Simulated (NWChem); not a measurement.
## Dipole moment of methanol (CH4O)

```xyz
6

C      0.6125    -0.2314     0.0000
O     -0.6650     0.3583     0.0000
H      0.8066    -0.8558     0.8960
H      1.3548     0.5819     0.0000
H      0.8066    -0.8558    -0.8960
H     -1.3230    -0.3478     0.0000
```
Charge 0, spin multiplicity 1.

Everything below was run with NWChem. All single points use one geometry, from B3LYP/def2-SVP, a minimum by its harmonic frequencies.

Basis set: 6-31G*. The CCSD dipole comes from the Λ equations, without orbital relaxation.

```csv
method,dipole moment (D),difference from CCSD
HF,1.88,+0.10
PBE,1.58,-0.19
B3LYP,1.65,-0.12
BHandHLYP,1.76,-0.01
CCSD,1.77,0.00
```

The values span 0.30 D, from PBE (lowest) to HF (highest). 

The correlated methods keep 2 core orbitals frozen. B3LYP has NWChem's definition, with VWN1-RPA local correlation. The Pople sets run with spherical d functions. Differences from the coupled-cluster row are differences between methods, not errors against experiment.
